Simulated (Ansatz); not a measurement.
Basis-set extrapolation for CH2OS2, SMILES `OC(=S)S` (PBE0-D4/def2-TZVP geometry, frozen core, Ansatz 0.2.0). Multiplicity 1, RHF reference.

```tsv
	def2-TZVPP	def2-QZVPP
HF	-909.017015	-909.044565
MP2 correlation	-0.742655	-0.803525
CCSD(T) correlation	-0.809933	not run
```

Energies in hartree. Use E(X) = E(∞) + A·exp(−7.88·√X) for Hartree–Fock and E(X) = E(∞) + B·X^(−2.97) for correlation, with X = 3 and 4, and add CCSD(T) minus MP2 of the smaller set to the MP2 limit.

**Question.** What is the CCSD(T) energy at the basis-set limit?

**Answer.** HF limit: -909.044565 + (-0.027550) × 0.13774 = -909.04836. MP2 limit: -0.803525 + (-0.060870) × 0.74074 = -0.84861. Higher-order term: -0.809933 − (-0.742655) = -0.06728. Total: -909.96425 hartree, 360.5 kJ/mol below CCSD(T)/def2-TZVPP.
